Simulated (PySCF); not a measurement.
**[C2H9P2]+: core ionisation energies**

Compound: C₂H₉P₂ (charge +1).
Z-matrix (Å and degrees, PBE0-D3(BJ)/def2-SVP geometry), rows numbered from 1:
```
C 
P   1  1.7956
C   2  1.7973  1  114.62
P   3  1.8970  2  111.12  1  -177.37
H   1  1.0999  2  109.48  3   -60.45
H   1  1.1003  2  109.47  3   179.55
H   1  1.1001  2  109.36  3    59.67
H   2  1.4109  1  109.16  3   122.99
H   2  1.4107  1  109.93  3  -122.61
H   3  1.1037  2  106.24  1   -59.94
H   3  1.1018  2  108.59  1    55.89
H   4  1.4261  3   95.70  2   -90.53
H   4  1.4235  3   94.16  2   174.62
```

Computed with delta-SCF UKS SCAN, pcX-2 on the ionised atom, pcseg-1 elsewhere, spin-free X2C in PySCF. Vertical ΔSCF values, vacuum level as zero.

Task: Give the core binding energies atom by atom.

Result: 
| atom(s) | bonded to | level | binding energy (eV) | 2p1/2 (eV) | above the level's lowest (eV) | count |
| --- | --- | --- | --- | --- | --- | --- |
| P2 | 2 C and 2 H | P 1s | 2157.61 | – | +2.83 | 1 |
| P4 | C and 2 H | P 1s | 2154.78 | – | 0.00 | 1 |
| C1 | 3 H and P | C 1s | 296.44 | – | +0.28 | 1 |
| C3 | 2 H and 2 P | C 1s | 296.16 | – | 0.00 | 1 |
| P2 | 2 C and 2 H | P 2p3/2 | 143.95 | 144.84 | +2.76 | 1 |
| P4 | C and 2 H | P 2p3/2 | 141.19 | 142.09 | 0.00 | 1 |

The listed C 1s values span 0.28 eV, from C3 (bonded to 2 H and 2 P) to C1 (bonded to 3 H and P).

The listed P 1s values span 2.83 eV, from P4 (bonded to C and 2 H) to P2 (bonded to 2 C and 2 H). Summing the Pauling electronegativity differences to the bonded atoms, each weighted by its formal bond order, gives +0.38 for the lowest site and +0.74 for the highest.

The listed P 2p3/2 values span 2.76 eV, from P4 (bonded to C and 2 H) to P2 (bonded to 2 C and 2 H).

Task: Which effective nuclear charge Zeff reproduces each element's mean 1s value in the hydrogen-like formula E = 13.606 eV × Zeff²?

Result: C (Z = 6): mean 296.3 eV, Zeff = 4.67, Z − Zeff = 1.33; P (Z = 15): mean 2156.2 eV, Zeff = 12.59, Z − Zeff = 2.41. Means run over the listed sites, weighted by atom count.

2p3/2 and 2p1/2 are the ΔSCF energy of one spin-free 2p hole plus the eigenvalues of a spin–orbit and ligand-field matrix of the shell. 2p1/2 minus 2p3/2 (ligand field included): P 0.89 eV (mean over sites). The species carries charge +1, so core ionisation leaves charge +2. Isolated species at its PBE0-D3(BJ)/def2-SVP geometry (one conformer only).
